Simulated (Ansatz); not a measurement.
Basis sets compared for cyclo-(PH)3 (P3H3). The state is a singlet with charge 0. Geometry PBE0-D4/def2-TZVP. Ansatz on 2 threads of Arm Neoverse V2 on a shared host; times are rough, and most runs start from earlier orbitals.

```xyz
6

P    -0.218   -1.285   -0.120
P    -0.387    0.545    1.126
P     1.052    0.464   -0.539
H    -1.181   -0.917   -1.098
H    -1.376    1.196    0.341
H     2.110   -0.002    0.290
```

Binding counts from free atoms (P quartet, H doublet) in the same basis, without a counterpoise term.

```json
{"level": "HF/STO-3G", "functions": "30", "energy (Eh)": "-1012.4692", "HOMO (eV)": "-6.58", "LUMO (eV)": "7.60", "binding per atom (eV)": "2.10", "wall time": "0.1 s"}
{"level": "PBE-D4/def2-SVP", "functions": "69", "energy (Eh)": "-1025.0731", "HOMO (eV)": "-6.42", "LUMO (eV)": "-1.48", "binding per atom (eV)": "2.78", "wall time": "0.65 s"}
{"level": "PBE0-D4/def2-SVP", "functions": "69", "energy (Eh)": "-1025.1607", "HOMO (eV)": "-7.51", "LUMO (eV)": "-0.67", "binding per atom (eV)": "2.70", "wall time": "0.8 s"}
```

**Question.** Estimate the rows for HF/def2-TZVP (with forces), PBE-D4/def2-TZVP, PBE0-D4/def2-TZVP.

**Answer.** 
```tsv
level	functions	energy (Eh)	HOMO (eV)	LUMO (eV)	binding per atom (eV)	wall time
HF/def2-TZVP (with forces)	129	-1023.9914	-9.69	2.63	1.64	1.3 s
PBE-D4/def2-TZVP	129	-1025.4364	-6.43	-1.59	2.85	1.2 s
PBE0-D4/def2-TZVP	129	-1025.5207	-7.47	-0.76	2.78	1.6 s
```
